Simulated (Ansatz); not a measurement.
Abridged output of a molecular run in Ansatz:

```
Functional definition: HF
1567 factors; integrals over basis functions are off by at most 9.2e-4 eV
mean field evaluation 1: about -16505.7761 eV, gradient 4.1e1 eV
mean field evaluation 2: about -16506.0771 eV, gradient 4.1e1 eV
mean field evaluation 4: about -16509.9709 eV, gradient 4.4e0 eV
mean field evaluation 8: about -16510.0448 eV, gradient 3.5e-1 eV
mean field -16510.04545822 eV, -606.7329796789 hartree, gradient 4.4e-6 eV, S^2 0.000000; 0 other end points of the search recorded, 0 dependent functions left out
9 core orbitals not correlated: weight in the atoms' cores, before any rotation towards them, 1.000 or more for the frozen orbitals, at most 0.000 for the correlated occupied ones
reference -16510.04545822 eV, -606.7329796789 hartree; 16, 16 occupied and 239, 239 virtual orbitals, 1567 factors
second order -26.65970285 eV of doubles, -0.00000000 eV of singles
cycle   1  -27.09897717 eV  change   -4.4e-1 eV  update   1.0e-1
cycle   2  -27.73648148 eV  change   -6.4e-1 eV  update   3.0e-2
cycle   3  -27.86164055 eV  change   -1.3e-1 eV  update   1.5e-2
cycle   4  -27.85163602 eV  change    1.0e-2 eV  update   3.4e-3
cycle   5  -27.85100001 eV  change    6.4e-4 eV  update   1.7e-3
cycle   6  -27.85148880 eV  change   -4.9e-4 eV  update   5.4e-4
cycle   7  -27.85114901 eV  change    3.4e-4 eV  update   2.2e-4
cycle   8  -27.85109096 eV  change    5.8e-5 eV  update   7.0e-5
cycle   9  -27.85111344 eV  change   -2.2e-5 eV  update   2.3e-5
perturbative correction -1.14212890 eV, -0.0419724627 hartree
Total energy: -16539.03870056 eV, -607.7984616825 hartree
```

Its atoms:

Z-matrix (Å, degrees):
```
C
N 1 1.450
H 1 1.091 2 109.5
H 1 1.100 2 113.6 3 -120.8
H 1 1.091 2 109.4 3 117.8
C 2 1.432 1 114.2 3 59.5
H 2 1.009 1 112.7 3 -172.1
S 6 1.841 2 110.5 1 156.4
O 6 1.390 2 110.5 1 -83.0
H 6 1.097 2 113.6 1 35.6
H 8 1.344 6 96.1 2 -73.0
H 9 0.965 6 105.8 2 -38.9
```

Which basis set was used?
A. def2-SVPD
B. cc-pV(D+d)Z
C. def2-TZVPP
D. def2-SVP

C. It gives 264 functions.

Write the keys of the input that set method, charge and spin (a neutral closed shell needs none for the last two).


```yaml
correlation: {method: ccsd_t}
```
